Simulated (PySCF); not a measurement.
# HCl⁻: the SCF solver's settings

Aim: find out which solver settings change the answer for HCl⁻.

Method: each script names its method and basis; program: PySCF 2.14.0.

2 further runs of the same task are left out: 2 that didn't finish.

## Step 1: The system as given

HCl⁻: 2 atoms, charge -1, spin multiplicity 2.

Bond lengths: H1–Cl2 1.390 Å.

## Step 2: Base script

input.py

```python
from pyscf import gto, scf

mol = gto.M(
    atom='H 0 0 0; Cl 0 0 1.39',
    basis='6-311++g**',
    charge=-1,
    spin=1,
    verbose=4,
)
mf = scf.UHF(mol)
mf.kernel()
mf.nuc_grad_method().kernel()
mf.dip_moment()
print('orbital energies (hartree):', [e[max(0, n-3):n+3].round(4) for e, n in zip(mf.mo_energy, mol.nelec)])
```

The run is started by

```console
$ OMP_NUM_THREADS=1 python input.py
```

The log of this run is left out.

It gives: E(SCF) = -460.055732 Eh, 12 cycles, ⟨S²⟩ = 0.751, gradient on the second atom 0.0259 Eh/bohr.

The bond length is a typed value, not an optimised one. The dipole of an ion depends on the origin.

## Step 3: Point-group symmetry on

Run 1 changes point-group symmetry: off → on.

input.py

```python
from pyscf import gto, scf

mol = gto.M(
    atom='H 0 0 0; Cl 0 0 1.39',
    basis='6-311++g**',
    charge=-1,
    spin=1,
    symmetry=True,
    verbose=4,
)
mf = scf.UHF(mol)
mf.kernel()
mf.nuc_grad_method().kernel()
mf.dip_moment()
print('orbital energies (hartree):', [e[max(0, n-3):n+3].round(4) for e, n in zip(mf.mo_energy, mol.nelec)])
```

The run is started by

```console
$ OMP_NUM_THREADS=1 python input.py
```

## Step 4: Smearing width 0.005 hartree

Run 2 changes smearing width: none → 0.005 hartree; step after the SCF: gradient → none.

input.py: that of step 2 with these lines changed.

```diff
@@ -10,4 +10,4 @@
 mf = scf.UHF(mol)
+mf = scf.addons.smearing_(mf, sigma=0.005, method='fermi')
 mf.kernel()
-mf.nuc_grad_method().kernel()
 mf.dip_moment()
```

## Step 5: Initial guess 1e

Run 3 changes initial guess: minao → 1e.

input.py: that of step 2 with these lines changed.

```diff
@@ -10,2 +10,3 @@
 mf = scf.UHF(mol)
+mf.init_guess = '1e'
 mf.kernel()
```

## Step 6: Damping 0.8

Run 4 changes damping: none → 0.8.

input.py: that of step 2 with these lines changed.

```diff
@@ -10,2 +10,4 @@
 mf = scf.UHF(mol)
+mf.damp = 0.8
+mf.diis_start_cycle = 8
 mf.kernel()
```

**Question.** What will these runs give? Wanted: for each run, E(SCF); from base; gap, α spin.

**Answer**, as computed:

| run | E(SCF) (hartree) | from base (eV) | cycles | gap, α spin (eV) |
| --- | --- | --- | --- | --- |
| base | -460.055732 | 0 | 12 | 5.64 |
| point-group symmetry on | -460.055732 | 0.0000 | 12 | 5.64 |
| smearing width 0.005 hartree | -460.010413 | not comparable | 9 | n/a |
| initial guess 1e | -460.055732 | 0.0000 | 16 | 5.64 |
| damping 0.8 | -460.055732 | 0.0000 | 17 | 5.64 |

Distance from each run's final energy (log10 hartree) by cycle:

| run | cycle 1 | cycle 2 | cycle 3 | cycle 5 | cycle 8 | cycle 12 |
| --- | --- | --- | --- | --- | --- | --- |
| base | -1.6 | -2.3 | -2.7 | -3.8 | -6.5 | -10.2 |
| point-group symmetry on | -1.6 | -2.3 | -2.7 | -3.8 | -6.5 | -10.2 |
| smearing width 0.005 hartree | -1.5 | -2.3 | -2.9 | -5.4 | -9.6 | done |
| initial guess 1e | 1.1 | 0.6 | -0.8 | -1.9 | -3.6 | -7.5 |
| damping 0.8 | -1.6 | -1.9 | -2.0 | -2.3 | -3.0 | -5.8 |

What this shows: The highest filled level of this anion is positive: the basis lacks diffuse functions or the electron is not bound, so these numbers hang on the basis. With point-group symmetry on or initial guess 1e or damping 0.8 the SCF ends at the base energy. The base needs 12 cycles and the run with damping 0.8 needs 17.
